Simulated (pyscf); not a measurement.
H₃C–CH(F)–CH₂–F → propene (H₂C=CH–CH₃) + fluorine (F–F), an elimination (singlet surface; C–F, C–F broken, F–F formed). Structures and frequencies: ωB97X-D3(BJ)/def2-SVP in PySCF. Energies in eV from the reactant's lowest minimum found.

Small-basis levels: PySCF, no dispersion term, spherical d functions. AM1 to PM7: differences of heats of formation from MOPAC. GFN2-xTB: tblite. Cost: rough CPU time at the saddle relative to B3LYP/6-31G*, from one job on a shared machine.

```
level                   barrier  reaction energy        cost
----------------------  -------  ---------------  ----------
HF/3-21G                   7.86            +4.86        0.04
MP2/6-31G*                 5.71            +5.53        0.08
SVWN5/6-31G*               5.22            +5.92         0.9
BP86/6-31G*                 ___            +5.13           1
B3LYP/6-31G*               5.58            +5.33           1
B3LYP/6-311+G**            5.25            +5.41           2
GFN2-xTB                   5.13            +5.03  under 0.02
AM1                         ___            +4.41  under 0.02
PM3                        7.21            +4.02  under 0.02
ωB97M-D3(BJ)/def2-TZVP      ___            +5.47           –
```

Complete the blanks.


- BP86/6-31G*, barrier: 4.84
- AM1, barrier: 7.47
- ωB97M-D3(BJ)/def2-TZVP, barrier: 6.16

Against the last row the barrier runs from -1.32 (BP86/6-31G*) to +1.70 eV (HF/3-21G). At SVWN5/6-31G*, BP86/6-31G*, B3LYP/6-311+G** this geometry lies under one side, so the entry may be no barrier of that level: it is a single point on another level's saddle. ωB97M-D3(BJ)/def2-TZVP has limits of its own. At the saddle there is also a short C–F contact that neither side keeps. The same reactants have a lower exit, to H₃C–CH•–F + •H₂C–F (no saddle counted: cutting one bond costs +4.16 eV at ωB97M-D3(BJ), against +6.16 eV here). This is the saddle that the search found; another between the same sides may lie lower. A restricted solution here is unstable towards spin polarisation, so biradical character is likely and single-reference numbers are less safe.
